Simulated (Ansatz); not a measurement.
**SiH2O2 (SMILES O[Si]O): the energy, rung by rung**

SiH2O2 has 5 atoms, charge 0, and is taken as a singlet. SMILES: `O[Si]O`. The coordinates come from a PBE0-D4/def2-TZVP relaxation. This is one conformer, not always the lowest.

```xyz
5

O    -1.4432   -0.1056   -0.2750
Si   -0.2120   -0.7913    0.5677
O     1.0360    0.1875    0.0686
H    -1.2319    0.6489   -0.8361
H     1.9011   -0.0131    0.4334
```

Each level gives the energy change with the Si2–O3 bond stretched from 1.663 to 2.494 Å (eV). The values are calculated.

```tsv
level	kind	program	value (eV)	less FCI/STO-3G	CPU time (all runs)
HF/STO-3G (restricted)	Hartree–Fock	Ansatz	4.83	+1.44	0.21 s
CAM-B3LYP/STO-3G (restricted)	range-separated hybrid	Ansatz	3.99	+0.60	2.5 s
HSE06/STO-3G (restricted)	range-separated hybrid	Ansatz	3.76	+0.37	2.9 s
wB97X/STO-3G (restricted)	range-separated hybrid	Ansatz	4.06	+0.67	9.1 s
RPA@PBE/STO-3G (restricted)	RPA	Ansatz	3.14	-0.25	3.9 s
CCSD(T)/STO-3G (restricted)	coupled cluster or CI	Ansatz	3.41	+0.02	0.65 s
CCSD/STO-3G (restricted)	coupled cluster or CI	Ansatz	3.49	+0.10	0.73 s
CCSDT(Q)/STO-3G (restricted)	coupled cluster or CI	Ansatz	3.37	-0.02	0.93 s
FCI/STO-3G	full CI, core frozen	Ansatz	3.39	0.00	57 s
```

FCI/STO-3G is exact within its basis and frozen core, so for wave-function methods in that basis the difference is their error; functionals converge differently with the basis, so for them it is only a difference. A spin-restricted reference rises too steeply as a bond breaks; here HF/STO-3G, CAM-B3LYP/STO-3G, wB97X/STO-3G lie well above the multireference or unrestricted value. The first shape isn't each level's own minimum. The values span 3.14 to 4.83 eV. All rows use very small basis sets, so none should be taken for the real molecule's value. In so small a basis fixed costs decide the times, and correlated methods can beat functionals. CPU times are rough (shared hosts, several kinds of processor and program).
